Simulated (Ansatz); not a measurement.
# SiNH₄ (quartet): wave-function methods side by side at distance Si1–H5 along a hydrogen transfer = 1.680 Å, cc-pVDZ

Aim: climb from Hartree-Fock through coupled cluster and multireference methods for SiNH₄ (quartet) at one geometry and basis, and see what each rung misses.

Method: cc-pVDZ, core rule «outside noble gas», up to 6 orbitals frozen; program: Ansatz 0.2.0, Gaussian basis.

Plan: UHF; CCSD(T) on ROHF; CCSD(T) on UHF; BCCD(T) on ROHF; CISD; CCSDT(Q) on ROHF; CCSDT(Q) on UHF; CASSCF and MRCISD+Q, 5 electrons in 5 orbitals; CASSCF and NEVPT2, 5 electrons in 5 orbitals.

11 further runs of the same task are left out: 1 for a mislabelled method, 8 that didn't finish, 2 set aside as unsound or not needed.

**1. The geometry**

The geometry derives from fragments relaxed apart (PBE0/def2-TZVP) and kept rigid, so it is no stationary point. A hydrogen atom is moved between rigid fragments.

6 atoms, charge 0, spin multiplicity 4.

Atoms are counted from 1 here; the program's logs count them from 0.

Bond lengths: Si1–H2 1.485 Å, Si1–H3 1.485 Å, Si1–H4 1.485 Å, Si1–H5 1.680 Å. Angles: H2–Si1–H3 109.5°, H2–Si1–H4 109.5°, H2–Si1–H5 109.5°, H3–Si1–H4 109.5°, H3–Si1–H5 109.5°, H4–Si1–H5 109.5°.

**2. UHF**

in.yaml reads:

```yaml
crystal:
  periodic: [false, false, false]
  atoms:
    - {symbol: Si, position_ang: [-0.978156, 0.000000, 0.000000]}
    - {symbol: H, position_ang: [-1.473028, 1.399708, 0.000000]}
    - {symbol: H, position_ang: [-1.473027, -0.699854, 1.212183]}
    - {symbol: H, position_ang: [-1.473028, -0.699854, -1.212183]}
    - {symbol: H, position_ang: [0.701844, 0.000000, 0.000000]}
    - {symbol: N, position_ang: [2.228844, 0.000000, 0.000000]}
basis:
  gaussian: {orbitals: cc-pVDZ}
magnetization: {spin_polarized: true, initial_magnetization: 3}
hamiltonian: {xc: hf}
output: {orbitals: {seedname: orbitals}}
```

Started as:

```
$ ansatz run in.yaml --threads 1 --pin off --events-out ev --progress --plain --max-ram 2393MiB
```

The runs that follow: CCSD(T) on ROHF; CCSD(T) on UHF; BCCD(T) on ROHF; CISD; CCSDT(Q) on ROHF; CCSDT(Q) on UHF; CASSCF and MRCISD+Q, 5 electrons in 5 orbitals; CASSCF and NEVPT2, 5 electrons in 5 orbitals.

**Question.** What will the summary of the whole plan be? Wanted: UCCSDT(Q) below the RHF energy; RMP2 from UCCSDT(Q); UMP2 from UCCSDT(Q); RCCSD from UCCSDT(Q); RCCSD(T) from UCCSDT(Q); UCCSD(T) from UCCSDT(Q); RCCSDT(Q) from UCCSDT(Q); NEVPT2 pair from UCCSDT(Q); MRCISD+Q pair from UCCSDT(Q).

**Answer**, as computed:

```
                         quantity                                                                  value
   UCCSDT(Q) below the RHF energy                                                             -7.0069 eV
              RMP2 from UCCSDT(Q)                                                        +34.51 kcal/mol
              UMP2 from UCCSDT(Q)                                                        +33.72 kcal/mol
             RCCSD from UCCSDT(Q)                                                         +3.59 kcal/mol
          RCCSD(T) from UCCSDT(Q)                                                         +0.79 kcal/mol
          UCCSD(T) from UCCSDT(Q)                                                         +0.75 kcal/mol
         RCCSDT(Q) from UCCSDT(Q)                                                         +0.04 kcal/mol
       NEVPT2 pair from UCCSDT(Q)                                                        +32.55 kcal/mol
     MRCISD+Q pair from UCCSDT(Q)                                                         +0.94 kcal/mol
levels within 1 kcal/mol (43 meV)  RCCSD(T), UCCSD(T), BCCD(T), RCCSDT, UCCSDT, RCCSDT(Q), MRCISD+Q pair
                    T1 diagnostic                                                                  0.025
```

**Reading.** RCCSD(T) lands +0.79 kcal/mol from the yardstick (0.5 % of the correlation energy). Of the multireference levels listed MRCISD+Q pair comes nearest in total energy (+0.94 kcal/mol), which doesn't show that its space is the better one. These misses are within one basis, not against nature; the frozen cores of restricted and unrestricted runs differ, which can shift their rows.
